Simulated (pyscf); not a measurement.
SnH₂ [singlet] + hydrogen fluoride (HF) → F–SnH₃, an insertion (singlet surface; F–H broken, F–Sn, H–Sn formed). Single points on ωB97X-D3(BJ)/def2-SVP structures (PySCF, gas phase). Correlated levels are frozen-core, on RHF or UHF. ΔMP2 is the change of the MP2 total energy from the triple- to the quadruple-zeta basis. Energies in eV from the separated reactants.

Small-basis levels: PySCF, no dispersion term, spherical d functions. 

### Question
Quick B3LYP/LANL2DZ single points give ΔE‡ = 0.50 eV and ΔE = -1.88 eV. What does CCSD(T)/def2-TZVPP + ΔMP2(QZVPP) give, and how far is the quick result from it?

### Answer
CCSD(T)/def2-TZVPP + ΔMP2(QZVPP) gives ΔE‡ = 0.97 eV and ΔE = -1.34 eV. B3LYP/LANL2DZ lies 0.47 eV under it in the barrier and 0.54 eV under it in the reaction energy, so on this step it does not hold to within 0.13 eV. CCSD(T)/def2-TZVPP + ΔMP2(QZVPP) has limits of its own. On the reactant side the descent ends in a complex, 0.28 eV under the separated species and 1.14 eV under the saddle at ωB97X-D3(BJ)/def2-TZVP. At ωB97X-D3(BJ)/def2-TZVP the barrier from the zero used here is 0.86 eV. The same reactants have a lower exit, to F–SnH: [singlet] + H₂ (barrier 0.00 eV at ωB97M-D3(BJ)/def2-TZVP, against +0.95 eV here). One saddle was located; it need not be the lowest between these sides. The CCSD(T) − MP2 part came from Ansatz, without density fitting, on the same reference. The frozen core leaves the outer d or s,p core shells of the metals and heavy elements correlated in the MP2 and CC values, and def2-TZVPP describes them poorly, which can shift differences by a few kcal/mol. In the def2 sets elements past Kr carry core potentials, without spin-orbit coupling.
